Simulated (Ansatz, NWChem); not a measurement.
The same job for Ansatz

This NWChem 7.3.0 job computes doublet [BHF2]+:

bf2h.nw:
```
start bf2h
title "BF2H mp2"
memory total 2200 mb
charge 1
geometry noautosym nocenter noautoz
  F     1.154300    0.456900   -0.361900
  B    -0.001900   -0.031000    0.025200
  F    -1.095400    0.528700   -0.438900
  H    -0.057000   -0.954600    0.775600
end
basis spherical bse
  F library def2-TZVPP
  B library def2-TZVPP
  H library def2-TZVPP
end
scf
  doublet
  uhf
  thresh 1e-08
  maxiter 80
  noprint "final vectors analysis"
end
mp2
  freeze core 3
  tight
end
task mp2 energy
```

```bash
$ nwchem bf2h.nw > bf2h.out
```

Geometry: relaxed at PBE0-D4/def2-TZVP. That shape belongs to the parent species and isn't relaxed for this state.

It gives a total energy of -224.433653 Eh.

Question: Write the same calculation for Ansatz 0.2.0 as an input file of the program's own.

Answer: For example:

run.yaml:
```yaml
crystal:
  periodic: [false, false, false]
  atoms:
    - {symbol: F, position_ang: [1.154300, 0.456900, -0.361900]}
    - {symbol: B, position_ang: [-0.001900, -0.031000, 0.025200]}
    - {symbol: F, position_ang: [-1.095400, 0.528700, -0.438900]}
    - {symbol: H, position_ang: [-0.057000, -0.954600, 0.775600]}
basis:
  gaussian:
    orbitals: def2-TZVPP
accuracy: high
correlation:
  method: mp2
  frozen_orbitals: {B: 1, F: 1, H: 0}
magnetization:
  spin_polarized: true
  initial_magnetization: 1
total_charge: 1
```

```bash
$ ansatz run run.yaml --threads 1 --pin off --max-ram 3480MiB --events-out events.jsonl --progress --plain --runs-dir runs
```

Its energy is -224.433653 Eh, 0.000 mEh from the first.
